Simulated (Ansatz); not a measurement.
The input, for Ansatz 0.2.0:

```yaml
crystal:
  periodic: [false, false, false]
  atoms:
    - {symbol: Al, position_ang: [-0.095718, 0.000000, 0.000000]}
    - {symbol: H, position_ang: [-0.888642, 1.373384, 0.000000]}
    - {symbol: H, position_ang: [-0.888642, -1.373384, 0.000000]}
    - {symbol: H, position_ang: [1.797282, 0.000000, 0.000000]}
    - {symbol: H, position_ang: [2.542282, 0.000000, 0.000000]}
basis:
  gaussian: {orbitals: cc-pVDZ}
magnetization: {spin_polarized: false, initial_magnetization: 1}
correlation: {method: fic_mrcisd_q, electrons: outside_noble_gas, active_space: {window: {electrons: 7, orbitals: 8}, shells: [{species: Al, l: s, shell: 3}, {species: Al, l: p, shell: 3}, {species: H, l: s, shell: 1}]}}
```

```sh
$ ansatz run in.yaml --threads 1 --pin off --events-out ev --progress --plain --max-ram 2816MiB --backend cpu
```

Roughly how long does this take on 1 thread of AMD EPYC 7R13, shared host, and how much host memory?

2.8 s wall and 0.26 GiB.

```
667 factors; integrals over basis functions are off by at most 2.3e-7 eV
mean field evaluation 1: about -6642.0456 eV, gradient 7.9e0 eV
mean field evaluation 2: about -6642.0467 eV, gradient 7.9e0 eV
mean field evaluation 4: about -6642.6294 eV, gradient 3.3e-1 eV
mean field evaluation 8: about -6642.6312 eV, gradient 2.4e-4 eV
mean field evaluation 16: about -6641.6797 eV, gradient 1.8e-5 eV
mean field evaluation 32: about -6641.6797 eV, gradient 2.4e-6 eV
mean field -6642.63120587 eV, -244.1121942788 hartree, gradient 1.2e-6 eV, S^2 0.750000; 6 other end points of the search recorded, 0 dependent functions left out
reference -6642.63120587 eV, -244.1121942788 hartree; 9, 8 occupied and 29, 30 virtual orbitals, 667 factors
state -6643.99574976 eV, -244.1623403416 hartree
contracted CI cycle   1: correlation 0.00000000 eV, 0.0000000000 hartree, residual 1.06e1 eV
contracted CI cycle   2: correlation -1.77638649 eV, -0.0652809993 hartree, residual 2.19e0 eV
contracted CI cycle   3: correlation -1.85837068 eV, -0.0682938630 hartree, residual 5.56e-1 eV
contracted CI cycle   4: correlation -1.86333003 eV, -0.0684761155 hartree, residual 1.26e-1 eV
contracted CI cycle   5: correlation -1.86359657 eV, -0.0684859109 hartree, residual 3.35e-2 eV
contracted CI cycle   6: correlation -1.86361629 eV, -0.0684866354 hartree, residual 9.35e-3 eV
contracted CI cycle   7: correlation -1.86361780 eV, -0.0684866911 hartree, residual 2.73e-3 eV
contracted CI cycle   8: correlation -1.86361793 eV, -0.0684866959 hartree, residual 8.26e-4 eV
state -6643.99574976 eV, -244.1623403416 hartree; corrected -6645.93330737 eV, -244.2335442706 hartree
Total energy: -6645.93330737 eV, -244.2335442706 hartree
Checks for a lower state left out: starts, orbital_swaps
```

Natural occupations: 1.9785 1.9741 1.9725 0.9977 0.0281 0.0178 0.0176 0.0138.

For the same geometry and basis full CI lies 5.8 meV lower.
